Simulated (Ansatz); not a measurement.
Ansatz (a quantum-chemistry and plane-wave program) input (B3LYP-D3(BJ)/def2-TZVP):

Ansatz 0.2 input:
```yaml
crystal:
  periodic: [false, false, false]
  atoms:
    - {symbol: O, position_ang: [0.42813956, 1.31111427, -0.10201536]}
    - {symbol: C, position_ang: [0.08074180, 0.14997947, -0.01604597]}
    - {symbol: N, position_ang: [0.98119589, -0.87006382, 0.08748401]}
    - {symbol: C, position_ang: [-1.37342465, -0.27883469, -0.00111507]}
    - {symbol: H, position_ang: [0.69902460, -1.82960450, 0.17081175]}
    - {symbol: H, position_ang: [-1.99653446, 0.58697631, -0.25435646]}
    - {symbol: H, position_ang: [-1.55610681, -1.09652203, -0.72019436]}
    - {symbol: H, position_ang: [-1.64512872, -0.64108502, 1.00670073]}
    - {symbol: H, position_ang: [1.96126793, -0.64397979, 0.11273632]}
basis:
  gaussian:
    orbitals: def2-TZVP
hamiltonian:
  xc: b3lyp
  dispersion: d3bj
relax: {f_tol: 0.002, max_steps: 150}
```

Output:

```
Functional definition: B3LYP
integrals: 0.05 GiB planned
886 factors; their error is unknown
mean field: 0.59 GiB planned
mean field evaluation 1: about -5685.5019 eV, gradient 7.4e1 eV
mean field evaluation 2: about -5675.9400 eV, gradient 1.0e2 eV
mean field evaluation 4: about -5695.5326 eV, gradient 6.0e0 eV
mean field evaluation 8: about -5695.5945 eV, gradient 1.3e-1 eV
mean field evaluation 16: about -5695.5925 eV, gradient 4.9e-5 eV
mean field -5695.59245760 eV, -209.3091622056 hartree, gradient 4.9e-5 eV, S^2 0.000000; 0 other end points of the search recorded, 0 dependent functions left out
the calculation of the forces begins
reference -5695.59268369 eV, -209.3091705141 hartree; 16, 16 occupied and 138, 138 virtual orbitals, 886 factors
relax step   1: F+E_penalty+E_count = -5695.82794321 eV  Δ(F+E_penalty+E_count) = +0.000e0 eV  max|allowed force component| = 3.774e-1 eV/Å  Δτ_max = 0.0000 Å  (27 SCF iters, accepted)
these checks for a lower state are left out or cut short: starts, cluster_reference, orbital_swaps, neighbouring_geometries, increment
integrals: 0.05 GiB planned
886 factors; their error is unknown
mean field: 0.59 GiB planned
mean field -5695.59907002 eV, -209.3094052075 hartree, gradient 1.3e-5 eV, S^2 0.000000; 0 other end points of the search recorded, 0 dependent functions left out
the calculation of the forces begins
reference -5695.59929563 eV, -209.3094134987 hartree; 16, 16 occupied and 138, 138 virtual orbitals, 886 factors
relax step   2: F+E_penalty+E_count = -5695.83460073 eV  Δ(F+E_penalty+E_count) = -6.658e-3 eV  max|allowed force component| = 1.039e-1 eV/Å  Δτ_max = 0.0105 Å  (33 SCF iters, accepted)
these checks for a lower state are left out or cut short: starts, cluster_reference, orbital_swaps, neighbouring_geometries, increment
integrals: 0.05 GiB planned
886 factors; their error is unknown
mean field: 0.58 GiB planned
mean field -5695.59954880 eV, -209.3094228025 hartree, gradient 1.3e-5 eV, S^2 0.000000; 0 other end points of the search recorded, 0 dependent functions left out
the calculation of the forces begins
reference -5695.59977420 eV, -209.3094310856 hartree; 16, 16 occupied and 138, 138 virtual orbitals, 886 factors
relax step   3: F+E_penalty+E_count = -5695.83515332 eV  Δ(F+E_penalty+E_count) = -5.526e-4 eV  max|allowed force component| = 1.846e-2 eV/Å  Δτ_max = 0.0039 Å  (33 SCF iters, accepted)
these checks for a lower state are left out or cut short: starts, cluster_reference, orbital_swaps, neighbouring_geometries, increment
integrals: 0.05 GiB planned
886 factors; their error is unknown
mean field: 0.58 GiB planned
mean field evaluation 32: about -5695.6037 eV, gradient 5.7e-1 eV
mean field -5695.59957633 eV, -209.3094238141 hartree, gradient 1.3e-5 eV, S^2 0.000000; 0 other end points of the search recorded, 0 dependent functions left out
the calculation of the forces begins
reference -5695.59980163 eV, -209.3094320937 hartree; 16, 16 occupied and 138, 138 virtual orbitals, 886 factors
relax step   4: F+E_penalty+E_count = -5695.83518576 eV  Δ(F+E_penalty+E_count) = -3.244e-5 eV  max|allowed force component| = 1.744e-2 eV/Å  Δτ_max = 0.0060 Å  (32 SCF iters, accepted)
these checks for a lower state are left out or cut short: starts, cluster_reference, orbital_swaps, neighbouring_geometries, increment
integrals: 0.05 GiB planned
886 factors; their error is unknown
mean field: 0.59 GiB planned
mean field -5695.59964960 eV, -209.3094265068 hartree, gradient 1.3e-5 eV, S^2 0.000000; 0 other end points of the search recorded, 0 dependent functions left out
the calculation of the forces begins
reference -5695.59987482 eV, -209.3094347833 hartree; 16, 16 occupied and 138, 138 virtual orbitals, 886 factors
relax step   5: F+E_penalty+E_count = -5695.83525862 eV  Δ(F+E_penalty+E_count) = -7.285e-5 eV  max|allowed force component| = 2.038e-2 eV/Å  Δτ_max = 0.0086 Å  (32 SCF iters, accepted)
these checks for a lower state are left out or cut short: starts, cluster_reference, orbital_swaps, neighbouring_geometries, increment
integrals: 0.05 GiB planned
886 factors; their error is unknown
mean field: 0.58 GiB planned
[...]
mean field evaluation 256: about -5695.6074 eV, gradient 6.1e-1 eV
mean field -5695.60454562 eV, -209.3096064322 hartree, gradient 1.3e-5 eV, S^2 0.000000; 0 other end points of the search recorded, 0 dependent functions left out
the calculation of the forces begins
reference -5695.60477112 eV, -209.3096147191 hartree; 16, 16 occupied and 138, 138 virtual orbitals, 886 factors
relax step  36: F+E_penalty+E_count = -5695.83944529 eV  Δ(F+E_penalty+E_count) = -3.885e-6 eV  max|allowed force component| = 1.047e-2 eV/Å  Δτ_max = 0.0071 Å  (33 SCF iters, accepted)
these checks for a lower state are left out or cut short: starts, cluster_reference, orbital_swaps, neighbouring_geometries, increment
integrals: 0.05 GiB planned
886 factors; their error is unknown
mean field: 0.58 GiB planned
mean field -5695.60454778 eV, -209.3096065115 hartree, gradient 1.3e-5 eV, S^2 0.000000; 0 other end points of the search recorded, 0 dependent functions left out
the calculation of the forces begins
reference -5695.60477320 eV, -209.3096147954 hartree; 16, 16 occupied and 138, 138 virtual orbitals, 886 factors
relax step  37: F+E_penalty+E_count = -5695.83945027 eV  Δ(F+E_penalty+E_count) = -4.982e-6 eV  max|allowed force component| = 5.205e-3 eV/Å  Δτ_max = 0.0130 Å  (31 SCF iters, accepted)
these checks for a lower state are left out or cut short: starts, cluster_reference, orbital_swaps, neighbouring_geometries, increment
integrals: 0.05 GiB planned
886 factors; their error is unknown
mean field: 0.59 GiB planned
mean field -5695.60455260 eV, -209.3096066885 hartree, gradient 1.3e-5 eV, S^2 0.000000; 0 other end points of the search recorded, 0 dependent functions left out
the calculation of the forces begins
reference -5695.60477792 eV, -209.3096149689 hartree; 16, 16 occupied and 138, 138 virtual orbitals, 886 factors
relax step  38: F+E_penalty+E_count = -5695.83945114 eV  Δ(F+E_penalty+E_count) = -8.666e-7 eV  max|allowed force component| = 8.955e-3 eV/Å  Δτ_max = 0.0165 Å  (32 SCF iters, accepted)
these checks for a lower state are left out or cut short: starts, cluster_reference, orbital_swaps, neighbouring_geometries, increment
integrals: 0.05 GiB planned
886 factors; their error is unknown
mean field: 0.58 GiB planned
mean field -5695.60455614 eV, -209.3096068185 hartree, gradient 1.3e-5 eV, S^2 0.000000; 0 other end points of the search recorded, 0 dependent functions left out
the calculation of the forces begins
reference -5695.60478149 eV, -209.3096151003 hartree; 16, 16 occupied and 138, 138 virtual orbitals, 886 factors
relax step  39: F+E_penalty+E_count = -5695.83945405 eV  Δ(F+E_penalty+E_count) = -2.918e-6 eV  max|allowed force component| = 6.341e-3 eV/Å  Δτ_max = 0.0063 Å  (34 SCF iters, accepted)
these checks for a lower state are left out or cut short: starts, cluster_reference, orbital_swaps, neighbouring_geometries, increment
integrals: 0.05 GiB planned
886 factors; their error is unknown
mean field: 0.59 GiB planned
mean field evaluation 288: about -5695.6046 eV, gradient 6.0e-3 eV
mean field -5695.60455968 eV, -209.3096069487 hartree, gradient 1.3e-5 eV, S^2 0.000000; 0 other end points of the search recorded, 0 dependent functions left out
the calculation of the forces begins
reference -5695.60478503 eV, -209.3096152304 hartree; 16, 16 occupied and 138, 138 virtual orbitals, 886 factors
relax step  40: F+E_penalty+E_count = -5695.83945492 eV  Δ(F+E_penalty+E_count) = -8.682e-7 eV  max|allowed force component| = 8.055e-3 eV/Å  Δτ_max = 0.0020 Å  (34 SCF iters, accepted)
these checks for a lower state are left out or cut short: starts, cluster_reference, orbital_swaps, neighbouring_geometries, increment
integrals: 0.05 GiB planned
886 factors; their error is unknown
mean field: 0.58 GiB planned
mean field -5695.60456071 eV, -209.3096069865 hartree, gradient 1.3e-5 eV, S^2 0.000000; 0 other end points of the search recorded, 0 dependent functions left out
the calculation of the forces begins
reference -5695.60478603 eV, -209.3096152669 hartree; 16, 16 occupied and 138, 138 virtual orbitals, 886 factors
relax step  41: F+E_penalty+E_count = -5695.83944874 eV  Δ(F+E_penalty+E_count) = +6.182e-6 eV  max|allowed force component| = 1.414e-2 eV/Å  Δτ_max = 0.0068 Å  (33 SCF iters, rejected (line search))
these checks for a lower state are left out or cut short: starts, cluster_reference, orbital_swaps, neighbouring_geometries, increment
integrals: 0.05 GiB planned
886 factors; their error is unknown
mean field: 0.58 GiB planned
mean field -5695.60456373 eV, -209.3096070978 hartree, gradient 1.3e-5 eV, S^2 0.000000; 0 other end points of the search recorded, 0 dependent functions left out
the calculation of the forces begins
reference -5695.60478907 eV, -209.3096153786 hartree; 16, 16 occupied and 138, 138 virtual orbitals, 886 factors
relax step  42: F+E_penalty+E_count = -5695.83945788 eV  Δ(F+E_penalty+E_count) = -2.960e-6 eV  max|allowed force component| = 1.399e-3 eV/Å  Δτ_max = 0.0033 Å  (33 SCF iters, accepted)
these checks for a lower state are left out or cut short: starts, cluster_reference, orbital_swaps, neighbouring_geometries, increment
integrals: 0.05 GiB planned
886 factors; their error is unknown
mean field: 0.58 GiB planned
mean field -5695.60456502 eV, -209.3096071449 hartree, gradient 1.3e-5 eV, S^2 0.000000; 0 other end points of the search recorded, 0 dependent functions left out
the calculation of the forces begins
reference -5695.60479033 eV, -209.3096154250 hartree; 16, 16 occupied and 138, 138 virtual orbitals, 886 factors
relax step  43: F+E_penalty+E_count = -5695.83945837 eV  Δ(F+E_penalty+E_count) = -4.900e-7 eV  max|allowed force component| = 2.506e-3 eV/Å  Δτ_max = 0.0035 Å  (34 SCF iters, accepted)
these checks for a lower state are left out or cut short: starts, cluster_reference, orbital_swaps, neighbouring_geometries, increment
integrals: 0.05 GiB planned
886 factors; their error is unknown
mean field: 0.58 GiB planned
mean field -5695.60456616 eV, -209.3096071868 hartree, gradient 1.3e-5 eV, S^2 0.000000; 0 other end points of the search recorded, 0 dependent functions left out
the calculation of the forces begins
reference -5695.60479144 eV, -209.3096154659 hartree; 16, 16 occupied and 138, 138 virtual orbitals, 886 factors
relax step  44: F+E_penalty+E_count = -5695.83945880 eV  Δ(F+E_penalty+E_count) = -4.292e-7 eV  max|allowed force component| = 3.498e-3 eV/Å  Δτ_max = 0.0046 Å  (33 SCF iters, accepted)
these checks for a lower state are left out or cut short: starts, cluster_reference, orbital_swaps, neighbouring_geometries, increment
integrals: 0.05 GiB planned
886 factors; their error is unknown
mean field: 0.58 GiB planned
mean field evaluation 320: about -5695.6078 eV, gradient 2.6e-4 eV
mean field -5695.60456645 eV, -209.3096071977 hartree, gradient 1.3e-5 eV, S^2 0.000000; 0 other end points of the search recorded, 0 dependent functions left out
the calculation of the forces begins
reference -5695.60479172 eV, -209.3096154761 hartree; 16, 16 occupied and 138, 138 virtual orbitals, 886 factors
relax step  45: F+E_penalty+E_count = -5695.83945916 eV  Δ(F+E_penalty+E_count) = -3.615e-7 eV  max|allowed force component| = 3.118e-3 eV/Å  Δτ_max = 0.0026 Å  (34 SCF iters, accepted)
these checks for a lower state are left out or cut short: starts, cluster_reference, orbital_swaps, neighbouring_geometries, increment
integrals: 0.05 GiB planned
886 factors; their error is unknown
mean field: 0.58 GiB planned
mean field -5695.60456673 eV, -209.3096072080 hartree, gradient 1.3e-5 eV, S^2 0.000000; 0 other end points of the search recorded, 0 dependent functions left out
the calculation of the forces begins
reference -5695.60479197 eV, -209.3096154853 hartree; 16, 16 occupied and 138, 138 virtual orbitals, 886 factors
relax step  46: F+E_penalty+E_count = -5695.83945982 eV  Δ(F+E_penalty+E_count) = -6.558e-7 eV  max|allowed force component| = 1.404e-3 eV/Å  Δτ_max = 0.0051 Å  (33 SCF iters, accepted)
these checks for a lower state are left out or cut short: starts, cluster_reference, orbital_swaps, neighbouring_geometries, increment
integrals: 0.05 GiB planned
886 factors; their error is unknown
mean field: 0.58 GiB planned
mean field -5695.60456599 eV, -209.3096071806 hartree, gradient 1.3e-5 eV, S^2 0.000000; 0 other end points of the search recorded, 0 dependent functions left out
the calculation of the forces begins
reference -5695.60479120 eV, -209.3096154572 hartree; 16, 16 occupied and 138, 138 virtual orbitals, 886 factors
relax step  47: F+E_penalty+E_count = -5695.83945996 eV  Δ(F+E_penalty+E_count) = -1.380e-7 eV  max|allowed force component| = 9.427e-4 eV/Å  Δτ_max = 0.0025 Å  (34 SCF iters, accepted)
integrals: 0.05 GiB planned
886 factors; their error is unknown
mean field: 0.58 GiB planned
mean field evaluation 352: about -5695.6075 eV, gradient 3.2e-1 eV
mean field -5695.60456599 eV, -209.3096071806 hartree, gradient 1.3e-5 eV, S^2 0.000000; 1 other end points of the search recorded, 0 dependent functions left out
the calculation of the forces begins
reference -5695.60479120 eV, -209.3096154572 hartree; 16, 16 occupied and 138, 138 virtual orbitals, 886 factors
Total energy: -5695.83968517 eV, -209.3182476513 hartree
Atom 0 at     0.404498     1.264608     0.409242 Å, force     0.000122    -0.000211    -0.000403 eV/Å
Atom 1 at     0.078834     0.123492     0.147202 Å, force    -0.000012     0.000021     0.000401 eV/Å
Atom 2 at     0.995819    -0.861992    -0.066601 Å, force     0.000302     0.000698     0.000032 eV/Å
Atom 3 at    -1.373851    -0.294356     0.036662 Å, force    -0.000695    -0.000239     0.000673 eV/Å
Atom 4 at     0.732148    -1.805161    -0.283420 Å, force    -0.000305    -0.000604    -0.000324 eV/Å
Atom 5 at    -1.848533     0.307056    -0.738592 Å, force     0.000338    -0.000338     0.000413 eV/Å
Atom 6 at    -1.510676    -1.350438    -0.195524 Å, force     0.000031     0.000647    -0.000028 eV/Å
Atom 7 at    -1.871556    -0.067225     0.979291 Å, force     0.000310    -0.000143    -0.000943 eV/Å
Atom 8 at     1.972493    -0.628003    -0.004254 Å, force    -0.000091     0.000169     0.000180 eV/Å
Dipole moment:    -0.053596    -0.787331    -0.179710 e Å
```
